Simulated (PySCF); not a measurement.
## Induced dipoles and field energies

Compound: C2H4NP.
Geometry (GFN2-xTB, Å), atoms numbered from 1 in this order:
```
atom  x, y, z in Å
C1    -0.9345   -0.2425   -0.1115
N2     0.2401    0.3894    0.4468
C3     1.4473    0.1123    0.0012
P4     2.8733   -0.3015   -0.4781
H5    -1.3417    0.3173   -0.9613
H6    -0.6668   -1.2416   -0.4510
H7    -1.7027   -0.3206    0.6592
H8     0.0942    1.2967    0.8702
```

Level: B3LYP/def2-SVPD (PySCF); nuclei fixed, core orbitals frozen in the response. Permanent dipole (-3.074, 0.893, 0.573) D (1 au = 2.5417 D). Static polarisability (au):

```
x   88.43 -6.92 -9.06
y   -6.92 46.84  3.14
z   -9.06  3.14 47.40
```

Only the terms in μ and α are kept: μ(F) = μ + αF and ΔE = −μ·F − ½ F·αF.

Apply 0.001 au along ±x, ±y and ±z in turn. Tabulate induced and total dipoles and both energy terms.

| field along | induced x (D) | induced y (D) | induced z (D) | total size (D) | −μ·F (kJ/mol) | −½F·αF (kJ/mol) |
| --- | --- | --- | --- | --- | --- | --- |
| +x | 0.225 | -0.018 | -0.023 | 3.031 | +3.175 | -0.116 |
| −x | -0.225 | 0.018 | 0.023 | 3.474 | -3.175 | -0.116 |
| +y | -0.018 | 0.119 | 0.008 | 3.304 | -0.922 | -0.061 |
| −y | 0.018 | -0.119 | -0.008 | 3.203 | +0.922 | -0.061 |
| +z | -0.023 | 0.008 | 0.120 | 3.299 | -0.592 | -0.062 |
| −z | 0.023 | -0.008 | -0.120 | 3.209 | +0.592 | -0.062 |

For the field (-0.0002, -0.0003, -0.0008) au, what is the induced dipole, and what angle does it make with the field?

αF = (-0.021, -0.039, -0.094) D, at 2.2° to the field. The polarisability along this direction, F·αF/F², is 46.58 au, against a mean of 60.89 au.

At what field along the permanent dipole would the induced dipole along it equal the permanent one, in this linear picture?

The polarisability along the dipole is 90.93 au, so F = 1.2794 au / 90.93 au = 0.0141 au = 0.72 V/Å; higher-order terms are ignored.

What field makes μF equal to kT at 400 K?

kT = 1.2667 × 10⁻³ Eh, so F = 0.00099 au = 5.09 MV/cm.

A unit point charge sits 9 Å away. Estimate the induction energy −αe²/2R⁴ with the mean polarisability, treating the molecule as a point.

R = 17.01 bohr, so the energy is −60.9/(2 × 17.01⁴) Eh = -0.955 kJ/mol. The charge–dipole term at its most favourable orientation, −μe/R², is -11.6 kJ/mol.

Isolated species at its GFN2-xTB geometry, gas phase.

These values come from a run that also computed excited states. Hardware: one thread, Arm Neoverse N1 (aarch64), on a shared host. Cost: 10 s of wall time, 0.48 GiB resident at most.
